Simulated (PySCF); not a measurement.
Gas-phase reaction: 2 F + 2 BHCl2 ⇌ BHF2 + BCl3 + HCl

Computed with PySCF (xtb for GFN2) and rigid-rotor harmonic-oscillator thermochemistry at 1 bar. † marks an energy on the PBE0/def2-TZVP geometry and frequencies; other levels use their own. CCSD(T) freezes the core. 6-31G* has spherical d functions here. Open shells (unrestricted): F (multiplicity 2); the rest are closed-shell singlets. GFN2 has no spin-polarisation term. Spin-orbit splitting is ignored; it lowers the true energy and changes the entropy of F. B3LYP is the form with VWN-RPA correlation. CCSD(T) isn't extrapolated to the basis-set limit.

```json
[
 {"level": "B3LYP/6-31G*", "ΔH°(298 K), kJ": "___"},
 {"level": "CCSD(T)/def2-TZVPP†", "ΔH°(298 K), kJ": "___"},
 {"level": "GFN2-xTB", "ΔH°(298 K), kJ": "-737"},
 {"level": "HF/def2-TZVP†", "ΔH°(298 K), kJ": "___"},
 {"level": "PBE/def2-TZVP†", "ΔH°(298 K), kJ": "-905"},
 {"level": "PBE0/def2-SVP†", "ΔH°(298 K), kJ": "___"},
 {"level": "r2SCAN/def2-TZVP†", "ΔH°(298 K), kJ": "-879"},
 {"level": "LDA/def2-TZVP†", "ΔH°(298 K), kJ": "-1049"}
]
```

Question: What belongs in the gaps?

Answer: 
- B3LYP/6-31G*, ΔH°(298 K), kJ: -866
- CCSD(T)/def2-TZVPP†, ΔH°(298 K), kJ: -869
- HF/def2-TZVP†, ΔH°(298 K), kJ: -633
- PBE0/def2-SVP†, ΔH°(298 K), kJ: -874
